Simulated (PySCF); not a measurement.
## Frontier orbitals and the lowest excitations

C4H5N.
Bonds: C1–C2 (triple), C2–C3, C3–N4, N4–C5 (double). Hydrogens: H6 on C1; H7, H8 on C3; H9, H10 on C5.

Level of theory: PySCF, TDDFT PBE0/def2-SVPD, vertical, gas phase, core orbitals frozen in the response. The structure is a single PBE0-D3(BJ)/def2-SVP conformer in the gas phase; no vibrational or solvent corrections. Torsions of this conformer, `[CH:1]#[C:2][CH2:3][N:4]=[CH2:5]`: C2–C3–N4–C5 0°.

Frontier orbitals with the atoms that hold most of them (Löwdin shares over 4%, at most four atoms; ? is withheld):

```json
{"orbital": "HOMO-3", "ε (eV)": "-9.17", "atoms": "N4 39%, C5 29%, C3 9%, C2 7%"}
{"orbital": "HOMO-2", "ε (eV)": "-8.31", "atoms": "C2 40%, C1 39%, C3 6%"}
{"orbital": "HOMO-1", "ε (eV)": "-7.98", "atoms": "?"}
{"orbital": "HOMO", "ε (eV)": "?", "atoms": "?"}
{"orbital": "LUMO", "ε (eV)": "-0.45", "atoms": "C5 39%, N4 36%, H9 8%, H10 7%"}
{"orbital": "LUMO+1", "ε (eV)": "0.56", "atoms": "C1 31%, C2 27%, C3 13%, H6 10%"}
{"orbital": "LUMO+2", "ε (eV)": "0.91", "atoms": "C1 27%, C2 17%, C5 14%, C3 12%"}
```

Task: Give the leading atoms of the HOMO-1.

Result: C1 (bonded to C and H) 38%; C2 (bonded to 2 C) 35%; C3 (bonded to C, N and 2 H) 9%.

Task: Give the leading atoms of the HOMO.

Result: N4 (bonded to 2 C) 59%; C5 (bonded to N and 2 H) 14%; C3 (bonded to C, N and 2 H) 7%; H9 (bonded to C) 6%. By element: nitrogen 59%, carbon 21% or more, hydrogen 6% or more.

Task: What is the HOMO energy, and the HOMO–LUMO gap?

Result: ε(HOMO) = -7.59 eV; the gap is 7.14 eV (0.2623 hartree).

Task: How does S1 compare with the orbital gap of 7.14 eV?

Result: S1 is at 5.09 eV (f = 0.0017), 2.05 eV below the gap, made of HOMO→LUMO (99%). 

Task: Give energy, strength and leading configuration of S1, S2, S3 and S4, and follow the Löwdin shares of the leading atoms from the occupied to the empty orbital.

Result: 
- S1 (5.09 eV, f 0.0017), HOMO→LUMO (99%): N4 59% → 36%, C5 14% → 39%
- S2 (6.43 eV, f 0.0004), HOMO-1→LUMO+1 (73%): C1 38% → 31%, C2 35% → 27%
- S3 (6.44 eV, f 0.024), HOMO-1→LUMO (86%): C1 38% → at most 8%, C2 35% → at most 8%, C5 at most 4% → 39%, N4 at most 4% → 36%
- S4 (6.59 eV, f 0.0000), HOMO-2→LUMO (78%): C2 40% → at most 8%, C1 39% → at most 8%, C5 at most 4% → 39%, N4 at most 4% → 36%

Löwdin shares depend on the basis, the more so with diffuse functions.
